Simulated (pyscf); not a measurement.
PySCF, gas phase, ωB97X-D3(BJ)/def2-SVP geometries.

Problem. Estimate the classical barrier height and the reaction energy of H₃C–Zr(Cl)(Cl)–Cl + H• → CH₄ + [Cl–Zr(Cl)–Cl]• at PBE/def2-TZVP. The step runs on the doublet surface, breaks C–Zr and forms C–H; take the separated reactants as zero.

Solution. ΔE‡ = 0.29 eV, ΔE = -1.62 eV. ωB97M-D3(BJ)/def2-TZVP gives 0.58 eV and -1.78 eV. Zero-point energy shifts the barrier by +0.07 eV. It is a substitution at C, with an imaginary mode of 1480i cm⁻¹. One saddle was located; it need not be the lowest between these sides. The angle at the attacked C is 180°. Open-shell species with a d-block atom are single-reference here; other states, and whether the spin sits on metal or ligand, were not checked. Elements past Kr carry the def2 core potentials, without spin-orbit coupling.
